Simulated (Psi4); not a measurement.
**PH2 (SMILES [PH2]): UTPSS/cc-pVTZ**

Aim: the vertical doublet–quartet gap of PH2 at UTPSS/cc-pVTZ, from 2 runs. 

The calculation is run with Psi4 1.11.

1 further run of the same task is left out (set aside as unsound or not needed).

## Step 1: The structure to begin with

The species is PH2 (3 atoms), meant as a doublet with charge 0. SMILES: `[PH2]`. Geometry: relaxed at PBE0-D4/def2-TZVP.

Bond lengths: P1–H2 1.424 Å, P1–H3 1.424 Å. Angles: H2–P1–H3 91.5°.

## Step 2: Energy and forces at UTPSS/cc-pVTZ

The input, run.py:

```python
import psi4

psi4.set_memory(2200000000)
psi4.set_num_threads(1)
psi4.set_output_file('psi4.out', False)

mol = psi4.geometry("""
0 2
P      0.525730    -0.309370     0.258210
H      0.114640     1.051490     0.176750
H     -0.640370    -0.742120    -0.434970
symmetry c1
""")

psi4.set_options({
    'basis': 'cc-pVTZ',
    'reference': 'uks',
    'puream': True,
    'e_convergence': 1e-09,
    'd_convergence': 1e-08,
    'scf_type': 'pk',
    'dft_radial_points': 99,
    'dft_spherical_points': 590,
    'maxiter': 100,
})

e = psi4.gradient("TPSS")
print('gradient / Eh bohr^-1')
print(e.np.round(6))
```

Command:

```console
$ python run.py
```

psi4.out (excerpt; [...] marks lines left out):

```text
[...]
  Running in c1 symmetry.
[...]
  Nuclear repulsion =   11.408385682516982
[...]
  Multiplicity = 2
[...]
  Nalpha       = 9
  Nbeta        = 8
[...]
    Number of basis functions: 62
[...]
   @UKS iter   1:  -342.50241026252280   -2.47264e-01   4.85820e-03 ADIIS/DIIS
[...]
   @UKS iter  10:  -342.54498642833454   -1.59162e-12   3.91597e-09 DIIS
[...]
   @S^2 Observed:                7.570038346E-01
[...]
    Orbital Energies [Eh]
    ---------------------
    Alpha Occupied:
       1A    -76.630851     2A     -6.384684     3A     -4.567748
       4A     -4.562038     5A     -4.558411     6A     -0.590139
       7A     -0.356347     8A     -0.282412     9A     -0.225866
    Alpha Virtual:
      10A     -0.000665    11A      0.019059    12A      0.161516
      13A      0.177897    14A      0.222444    15A      0.224751
      16A      0.229197    17A      0.251954    18A      0.262741
      19A      0.336123    20A      0.395816    21A      0.484312
      22A      0.558439    23A      0.749886    24A      0.788343
      25A      0.817012    26A      0.865174    27A      1.023820
[...]
  @UKS Final Energy:  -342.54498642833454
   => Energetics <=
    Nuclear Repulsion Energy =             11.4083856825169825
    One-Electron Energy =                -495.5701020838573641
    Two-Electron Energy =                 165.5715710066458541
    DFT Exchange-Correlation Energy =     -23.9548410336400224
    Empirical Dispersion Energy =           0.0000000000000000
    VV10 Nonlocal Energy =                  0.0000000000000000
    Total Energy =                       -342.5449864283345391
[...]
 Multipole Moments:
 ------------------------------------------------------------------------------------
     Multipole            Electronic (a.u.)      Nuclear  (a.u.)        Total (a.u.)
 ------------------------------------------------------------------------------------
 L = 1.  Multiply by 2.5417464519 to convert [e a0] to [Debye]
 Dipole X            :          1.3748113           -1.5940472           -0.2192358
 Dipole Y            :         -0.7302753            0.8467280            0.1164526
 Dipole Z            :          0.0000000           -0.0000000            0.0000000
 Magnitude           :                                                    0.2482450
[...]
  -Total Gradient:
     Atom            X                  Y                   Z
    ------   -----------------  -----------------  -----------------
       1       -0.001797590659     0.000953650625    -0.000000000000
       2        0.000261155708    -0.001675632265     0.000000000000
       3        0.001536008348     0.000722208356    -0.000000000000
[...]
```

The script printed:

```text
gradient / Eh bohr^-1
[[-0.001798  0.000954 -0.      ]
 [ 0.000261 -0.001676  0.      ]
 [ 0.001536  0.000722 -0.      ]]
```

It took 15 s on 1 thread of AMD EPYC 9R45 (Zen 5), shared host; peak memory 1.2 GiB.

## Step 3: The quartet: a single-point energy at UTPSS/cc-pVTZ

The input, job.inp:

```
memory 2200 MB

molecule molecule1 {
  0 4
  P      0.99348572    -0.58462457     0.48794618
  H      0.21663820     1.98702812     0.33400909
  H     -1.21012392    -1.40240355    -0.82197417
  units bohr
  symmetry c1
  no_reorient
  no_com
}

set basis cc-pVTZ
set reference uks
set puream true
set e_convergence 1e-09
set d_convergence 1e-08
set scf_type pk
set dft_radial_points 99
set dft_spherical_points 590
set maxiter 100

E, wfn = energy('tpss', return_wfn=True)
oeprop(wfn, 'MULLIKEN_CHARGES', 'DIPOLE', 'LOWDIN_CHARGES')
print_variables()
```

Command:

```console
$ psi4 -n 1 job.inp job.out
```

job.out (excerpt; [...] marks lines left out):

```text
[...]
  Running in c1 symmetry.
[...]
  Nuclear repulsion =   11.408385686419805
[...]
  Multiplicity = 4
[...]
  Nalpha       = 10
  Nbeta        = 7
[...]
    Number of basis functions: 62
[...]
   @UKS iter   1:  -342.29065511016296   -3.55093e-02   4.26882e-03 ADIIS/DIIS
[...]
   @UKS iter  10:  -342.32445900490922   -8.52651e-13   8.83176e-09 DIIS
[...]
   @S^2 Observed:                3.755191770E+00
[...]
  @UKS Final Energy:  -342.32445900490922
   => Energetics <=
    Nuclear Repulsion Energy =             11.4083856864198054
    One-Electron Energy =                -494.6747212360353956
    Two-Electron Energy =                 164.9134204548498701
    DFT Exchange-Correlation Energy =     -23.9715439101435237
    Empirical Dispersion Energy =           0.0000000000000000
    VV10 Nonlocal Energy =                  0.0000000000000000
    Total Energy =                       -342.3244590049092153
[...]
 Multipole Moments:
 ------------------------------------------------------------------------------------
     Multipole            Electronic (a.u.)      Nuclear  (a.u.)        Total (a.u.)
 ------------------------------------------------------------------------------------
 L = 1.  Multiply by 2.5417464519 to convert [e a0] to [Debye]
 Dipole X            :        -13.8961789           13.9088001            0.0126212
 Dipole Y            :          8.1773076           -8.1847440           -0.0074364
 Dipole Z            :         -6.8250297            6.8312276            0.0061979
 Magnitude           :                                                    0.0159062
[...]
  Mulliken Charges: (a.u.)
   Center  Symbol    Alpha    Beta     Spin     Total
       1     P     8.72496  6.23627  2.48869  0.03877
       2     H     0.63753  0.38186  0.25566 -0.01939
       3     H     0.63751  0.38187  0.25565 -0.01938
   Total alpha = 10.00000, Total beta =  7.00000, Total charge =  0.00000
  Lowdin Charges: (a.u.)
   Center  Symbol    Alpha    Beta     Spin     Total
       1     P     8.56303  6.05327  2.50975  0.38370
       2     H     0.71849  0.47336  0.24513 -0.19185
       3     H     0.71848  0.47336  0.24512 -0.19185
[...]
```

Run time: 14 s. Hardware: 1 thread of AMD EPYC 9R45 (Zen 5), shared host; peak memory 1.2 GiB.

## Step 4: Outcome

At UTPSS/cc-pVTZ:

```
                                        quantity          value
                           doublet: total energy  -342.54499 Eh
                          doublet: dipole moment         0.63 D
     doublet: HOMO energy (highest over α and β)       -6.15 eV
      doublet: LUMO energy (lowest over α and β)       -3.98 eV
                                   doublet: ⟨S²⟩          0.757
               doublet: largest force on an atom     0.105 eV/Å
                           quartet: total energy  -342.32446 Eh
                          quartet: dipole moment         0.04 D
     quartet: HOMO energy (highest over α and β)       -1.63 eV
                                   quartet: ⟨S²⟩          3.755
vertical energy of the quartet above the doublet       6.001 eV
```

At this shape the quartet lies 6.00 eV (138 kcal/mol) above the doublet.
